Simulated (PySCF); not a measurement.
Isocyanodiacetylene, C₅HN.
Numbering: `[C-:1]#[N+:2][C:3]#[C:4][C:5]#[CH:6]` (hydrogens: H7 on C6)

Cartesian coordinates in Å at the PBE0-D3(BJ)/def2-SVP level; atoms count from 1:
```xyz
7
C5HN angstrom
C      3.2815   -0.8429    1.6873
N      2.2375   -0.5749    1.1911
C      1.0937   -0.2812    0.6475
C      0.0199   -0.0054    0.1374
C     -1.1814    0.3034   -0.4328
C     -2.2526    0.5787   -0.9411
H     -3.1986    0.8222   -1.3898
```

The calculation used core-valence-separated Tamm–Dancoff BHandHLYP/aug-pcX-1 (pcseg-1 on H) in PySCF, non-relativistic, gas phase, PBE0-D3(BJ)/def2-SVP geometry. No empirical shift is added; at this level the pattern usually sits a few eV under experiment.

(1) List the carbon K-edge absorption lines.

(2) What does the N 1s absorption edge look like?

Results:

(1) 
| E (eV) | f | core hole on | main final orbital | polarisation |
| --- | --- | --- | --- | --- |
| 282.82 | 0.1606 | C1 | LUMO/LUMO+1 (2 roots, f summed) | across the axis |
| 283.03 | 0.1146 | C6 | LUMO/LUMO+1 (2 roots, f summed) | across the axis |
| 283.59 | 0.0239 | C5 | LUMO/LUMO+1 (2 roots, f summed) | across the axis |
| 283.64 | 0.1369 | C4 | LUMO/LUMO+1 (2 roots, f summed) | across the axis |
| 284.43 | 0.0940 | C3 | LUMO/LUMO+1 (2 roots, f summed) | across the axis |
| 286.59 | 0.0120 | C6 | LUMO+2 (64 %) | along the axis |
| 287.21 | 0.0535 | C5 | spread (2 roots, f summed) | across the axis |
| 287.44 | 0.0007 | C5 | LUMO+2 (55 %) | – |
| 287.52 | 0.0027 | C6 | LUMO+2 (34 %) | along the axis |
| 287.74 | 0.0006 | C4 | LUMO+3 (58 %) | – |
| 288.08 | 0.0016 | C6 | LUMO+4/LUMO+5 (2 roots, f summed) | across the axis |
| 288.15 | 0.0001 | C5 | LUMO+3 (51 %) | – |
| 288.33 | 0.0199 | C4 | spread (2 roots, f summed) | across the axis |
| 288.44 | 0.0027 | C3 | LUMO+3 (66 %) | along the axis |

The first line with a tenth or more of the strongest one's intensity is at 282.82 eV (f = 0.161, sum of 2), with the hole on C1 (isocyanide carbon), polarised across the axis: a 1s→π* resonance. It is also the strongest listed.

(2) 
| E (eV) | f | core hole on | main final orbital | polarisation |
| --- | --- | --- | --- | --- |
| 399.05 | 0.0602 | N2 | LUMO/LUMO+1 (2 roots, f summed) | across the axis |
| 402.32 | 0.0495 | N2 | spread (2 roots, f summed) | across the axis |
| 403.08 | 0.0035 | N2 | LUMO+3 (74 %) | along the axis |
| 404.28 | 0.0079 | N2 | LUMO+6 (37 %) | along the axis |

The first line with a tenth or more of the strongest one's intensity is at 399.05 eV (f = 0.060, sum of 2), with the hole on N2 (isocyanide nitrogen), polarised across the axis: a 1s→π* resonance. It is also the strongest listed.

Roots within 0.03 eV whose holes lie on the same, on equivalent or on shared atoms are summed into one line, and the highest roots are left out, as the search may have cut off their partners. Final orbitals are the ground state's empty Kohn–Sham orbitals. A dash: too weak, shared between unlike atoms, or no plane or axis to refer to.

The list ends where the root search ended, not at a threshold.
